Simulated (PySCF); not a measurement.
Species: HPO.
InChI=1S/HOP/c1-2/h2H

The calculation used PBE0-D3(BJ)/def2-TZVP geometry optimisation, gas phase in PySCF 2.14.0.

Masses are those of the commonest isotopes; rigid-rotor values at the optimised geometry. 

Problem. What are A, B and C (MHz)?

Solution. Ia = 1.93, Ib = 23.86, Ic = 25.79 u·Å²; 505379 MHz·u·Å²/I gives A = 262007, B = 21182, C = 19597 MHz.

Problem. What kind of rotor is it?

Solution. A near-prolate asymmetric top; Ray's κ = -0.987.

Problem. Give the coordinates in the principal-axis frame, origin at the centre of mass.

Solution. The sense of each axis is arbitrary; atoms in the order of the calculation.
| atom | mass (u) | a (Å) | b (Å) | c (Å) |
| --- | --- | --- | --- | --- |
| O1 | 15.995 | 0.993 | -0.025 | 0.000 |
| P2 | 30.974 | -0.483 | 0.057 | 0.000 |
| H3 | 1.008 | -0.922 | -1.343 | 0.000 |

Problem. List the rotational levels J(Ka,Kc) to J = 4 (cm⁻¹).

Solution. Above 0(0,0):
J = 1: 1(0,1) 1.3602, 1(1,1) 9.3933, 1(1,0) 9.4462
J = 2: 2(0,2) 4.0804, 2(1,2) 12.0609, 2(1,1) 12.2195, 2(2,1) 36.3187, 2(2,0) 36.3190
J = 3: 3(0,3) 8.1601, 3(1,3) 16.0622, 3(1,2) 16.3793, 3(2,2) 40.3994, 3(2,1) 40.4007, 3(3,1) 80.6971, 3(3,0) 80.6971
J = 4: 4(0,4) 13.5984, 4(1,4) 21.3969, 4(1,3) 21.9254, 4(2,3) 45.8401, 4(2,2) 45.8440, 4(3,2) 86.1385, 4(3,1) 86.1385, 4(4,1) 142.5546, 4(4,0) 142.5546
The levels of one J sum to (2J + 1)J(J + 1)(A + B + C)/3.

Problem. Which types of transition are allowed, and where do some lines up to J = 4 fall?

Solution. The dipole components are |μa| = 2.31 D, |μb| = 0.24 D, |μc| = 0.00 D; the mirror of this Cs structure is the ab plane, so μc vanishes by symmetry and there are no c-type lines. The squared components, which scale the intensities, stand as 1.00 : 0.01 (a : b). Some lines, for components of 0.1 D or more:

| type | branch | J(Ka,Kc) | MHz | lower level (cm⁻¹) |
| --- | --- | --- | --- | --- |
| a | Q | 1(1,0) ← 1(1,1) | 1584 | 9.393 |
| a | R | 2(1,1) ← 1(1,0) | 83142 | 9.446 |
| a | R | 3(2,1) ← 2(2,0) | 122367 | 36.319 |
| a | R | 4(2,2) ← 3(2,1) | 163187 | 40.401 |
| b | Q | 1(1,0) ← 1(0,1) | 242410 | 1.360 |
| b | Q | 2(1,1) ← 2(0,2) | 244002 | 4.080 |
| b | R | 4(1,4) ← 3(0,3) | 396830 | 8.160 |
| b | Q | 2(2,0) ← 2(1,1) | 722485 | 12.219 |
| b | Q | 3(2,2) ← 3(1,3) | 729611 | 16.062 |
| b | R | 2(2,1) ← 1(1,0) | 805619 | 9.446 |
| b | R | 3(2,1) ← 2(1,2) | 849605 | 12.061 |
| b | R | 4(2,3) ← 3(1,2) | 883214 | 16.379 |
| b | Q | 3(3,1) ← 3(2,2) | 1208094 | 40.399 |
| b | Q | 4(3,2) ← 4(2,3) | 1208116 | 45.840 |
| b | R | 3(3,0) ← 2(2,1) | 1330431 | 36.319 |
| b | R | 4(4,1) ← 3(3,0) | 1854441 | 80.697 |

Problem. Estimate the classical rotational partition function at 200 K and 298.15 K.

Solution. Point group Cs, symmetry number σ = 1; q = (√π/σ)·√((kT/h)³/(ABC)), k/h = 20836.6 MHz/K: 1450 at 200 K, 2630 at 298.15 K.

No frequency check. No vibrational averaging or centrifugal distortion is included, and the geometry carries the error of its method.
